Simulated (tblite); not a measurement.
Compound: C₂H₂F₃S (charge -1).
SMILES with atom numbers: `[F:1][C:2]([F:3])([F:4])[CH2:5][S-:6]` (hydrogens: H7, H8 on C5)

Computed with GFN2-xTB (tblite), gas phase: nudged elastic band of 9 images (0 to 8), spring 0.2 eV/Å², climbing image at the end, force threshold 0.05 eV/Å. No saddle search or frequency run followed, so the top image need not be a first-order saddle, and its height can exceed the method's true barrier by a kcal/mol or more.

The band describes a rotation about C2–C5 (CF3 carbon, sp3 carbon bound to sulfur), followed by the dihedral F1–C2–C5–S6, from the optimised start (63°) to a second optimised geometry at 180°.

Problem. Give the energy profile along the converged band.

Solution. 
| image | dihedral (°) | E (kJ/mol) | C2–C5 (Å) | F1···S6 (Å) | largest true force (eV/Å) |
| --- | --- | --- | --- | --- | --- |
| 0 | 63 | 0.00 | 1.501 | 3.15 | 0.01 |
| 1 | 77 | 1.52 | 1.504 | 3.32 | 0.04 |
| 2 | 92 | 5.03 | 1.509 | 3.47 | 0.05 |
| 3 | 106 | 8.52 | 1.514 | 3.63 | 0.04 |
| 4 | 121 | 10.09 | 1.517 | 3.76 | 0.03 |
| 5 | 135 | 8.90 | 1.515 | 3.86 | 0.06 |
| 6 | 150 | 5.58 | 1.509 | 3.94 | 0.07 |
| 7 | 164 | 1.90 | 1.503 | 3.98 | 0.06 |
| 8 | 180 | 0.00 | 1.501 | 3.99 | 0.01 |

Barriers of this band. The top is image 4 at 121°: 10.1 kJ/mol in either direction, as the ends lie within 0.002 eV of each other. The central bond is 0.016 Å longer at the top than at the start.

Problem. What rate follows at 350 K for crossing this barrier forward?

Solution. Taking the electronic barrier for the free energy of activation (no zero-point or entropy terms, transmission 1), rate = (kT/h)·exp(−ΔE/kT) ≈ 2 × 10^11 s⁻¹, whose inverse is 4 × 10^-12 s. An error of 1 kcal/mol in the barrier changes this by a factor of 4, and the method and the loose band can each miss by that much or more. The barrier is only 3.5 kT, where transition-state theory is rough.

Problem. How long is the path, and how are the images spaced?

Solution. Cartesian distances between aligned neighbours (all atoms, Å): 0.39, 0.39, 0.39, 0.40, 0.39, 0.39, 0.40, 0.44; the sum is 3.20 Å, and the top lies 49 % of the way along.

The cost below is that of the whole band run. Time: 2.3 s; peak memory 0.18 GiB. Hardware: one thread of an Arm Neoverse N1, no GPU, on a shared host.
